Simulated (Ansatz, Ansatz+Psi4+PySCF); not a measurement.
| atom | x (Å) | y (Å) | z (Å) |
| --- | --- | --- | --- |
| F | 0.0000 | 0.0000 | -0.7433 |
| F | 0.0000 | 0.0000 | 0.7433 |

Basis set: cc-pVTZ (spherical functions). Correlated methods keep 2 orbitals frozen. Charge 0, multiplicity 1.

Computed with Ansatz (development build ahead of 0.2.0); each method stands on the lowest determinant of its kind that the runs found. Restricted open shells among the atoms or ions are ROHF, correlated in semicanonical orbitals with singles.

**Question.** Give the atomization energy at this shape (free ground-state atoms in the same class of orbitals less the molecule, no zero-point energy) of singlet F2 by RHF-MP2, RHF.

**Answer.**

```tsv
method	atomization energy
RHF-MP2	154.9 kJ/mol
RHF	-164.5 kJ/mol
```

Caution: in another basis set an unrestricted determinant lies well below. Caution for RHF-MP2: bonds are stretched, where a single reference can fail. Caution for RHF: the molecule lies well above its atoms at this level.
